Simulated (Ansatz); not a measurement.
Total energies of C8H8, SMILES `c1ccc2c(c1)CC2`.

```xyz
16

C     0.475    1.056   -1.805
C    -0.828    0.572   -1.893
C    -1.413   -0.158   -0.859
C    -0.621   -0.370    0.250
C     0.677    0.111    0.338
C     1.266    0.834   -0.678
C     0.893   -0.462    1.720
C    -0.574   -1.008    1.620
H     0.882    1.618   -2.638
H    -1.400    0.772   -2.793
H    -2.429   -0.528   -0.943
H     2.279    1.217   -0.624
H     1.052    0.271    2.514
H     1.662   -1.233    1.797
H    -0.656   -2.097    1.636
H    -1.266   -0.594    2.357
```

Charge 0, multiplicity 1. The geometry is a stationary point of PBE0-D4/def2-TZVP. Basis def2-TZVPP, Ansatz 0.2.0.

RPA on PBE orbitals: Hartree–Fock energy of these orbitals -307.60474 Eh, correlation -2.03035 Eh (frozen core).

```json
{"functional": "LDA (SPW92)", "kind": "LDA", "energy without D4 (Eh)": "-306.87366", "D4 term (kJ/mol)": "–"}
{"functional": "PBE", "kind": "GGA", "energy without D4 (Eh)": "-309.32950", "D4 term (kJ/mol)": "-42.6"}
{"functional": "BLYP", "kind": "GGA", "energy without D4 (Eh)": "-309.59326", "D4 term (kJ/mol)": "-94.7"}
{"functional": "r2SCAN", "kind": "meta-GGA", "energy without D4 (Eh)": "-309.55422", "D4 term (kJ/mol)": "-11.1"}
{"functional": "PBE0", "kind": "global hybrid, 25 % exact exchange", "energy without D4 (Eh)": "-309.36628", "D4 term (kJ/mol)": "-36.0"}
{"functional": "r2SCANh", "kind": "meta-GGA hybrid, 10 %", "energy without D4 (Eh)": "-309.54140", "D4 term (kJ/mol)": "-11.6"}
{"functional": "r2SCAN0", "kind": "meta-GGA hybrid, 25 %", "energy without D4 (Eh)": "-309.52356", "D4 term (kJ/mol)": "-12.8"}
{"functional": "BHLYP", "kind": "global hybrid, 50 %", "energy without D4 (Eh)": "-309.54467", "D4 term (kJ/mol)": "-48.4"}
{"functional": "ωB97M-V", "kind": "range-separated hybrid meta-GGA with VV10", "energy without D4 (Eh)": "-309.60693", "D4 term (kJ/mol)": "–"}
{"functional": "PBE-QIDH", "kind": "double hybrid", "energy without D4 (Eh)": "-309.31445", "D4 term (kJ/mol)": "–"}
```

Problem. Give the same for revPBE, B97M-V, B3LYP, HSE06 (plane-wave form), CAM-B3LYP, LC-ωPBE, ωB97X-V, B2PLYP. (Estimate.)

Solution. Computed: 
```tsv
functional	kind	energy without D4 (Eh)	D4 term (kJ/mol)
revPBE	GGA	-309.65284	-140.2
B97M-V	meta-GGA with VV10	-309.76173	–
B3LYP	global hybrid, 20 %	-309.74585	-68.0
HSE06 (plane-wave form)	screened hybrid	-309.34833	-33.3
CAM-B3LYP	range-separated hybrid	-309.55844	-36.1
LC-ωPBE	long-range corrected hybrid	-309.51440	–
ωB97X-V	range-separated hybrid GGA with VV10	-309.65269	–
B2PLYP	double hybrid	-309.45843	–
```

B3LYP takes the VWN-RPA correlation (the form of Gaussian; ORCA's B3LYP/G). HSE06 is the plane-wave form, built on full-range PBE exchange. The double hybrids freeze the cores in their second-order part.

LC-ωPBE has ω = 0.4 bohr⁻¹.
